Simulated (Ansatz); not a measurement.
C3H8N2, SMILES CC(N)C=N, a ranking of conformers

With Ansatz 0.2.0, Python API.

Typed at the interpreter:
```pycon
>>> import ansatz as az
>>> from rdkit import Chem
>>> from rdkit.Chem import AllChem
>>> rd = Chem.AddHs(Chem.MolFromSmiles("CC(N)C=N"))
>>> ids = list(AllChem.EmbedMultipleConfs(rd, numConfs=20, randomSeed=67, pruneRmsThresh=0.4))
>>> field = [energy for _, energy in AllChem.MMFFOptimizeMoleculeConfs(rd)]
>>> distinct = {round(e, 2): i for i, e in zip(ids, field)}
>>> chosen = sorted(distinct.items())[:5]
>>> found = []
>>> for force_field, index in chosen:
...     c3h8n2 = az.Crystal.molecule()
...     for atom, xyz in zip(rd.GetAtoms(), rd.GetConformer(index).GetPositions()):
...         c3h8n2 = c3h8n2.atom(atom.GetSymbol(), xyz.round(5).tolist())
...     setup = (
...         c3h8n2.calculation()
...         .basis(gaussian="cc-pVDZ")
...         .functional("r2SCAN")
...     )
...     found.append(setup.run(threads=1, pin="off").report["free_energy_ev"])
...
>>> print("conformer   MMFF (kcal/mol)   this level (kJ/mol)")
conformer   MMFF (kcal/mol)   this level (kJ/mol)
>>> for (force_field, index), e in zip(chosen, found):
...     print(f"{index:9d} {force_field - chosen[0][0]:17.2f} {96.485332 * (e - min(found)):17.3f}")
...
        3              0.00             2.596
        0              0.40             0.000
        2              1.97            10.270
        4              2.80            11.445
        1              3.77            13.332
```

The conformers keep their force-field geometries. The whole script took 28 s on 1 thread of Arm Neoverse V2, on a shared host, peak memory 0.29 GiB.
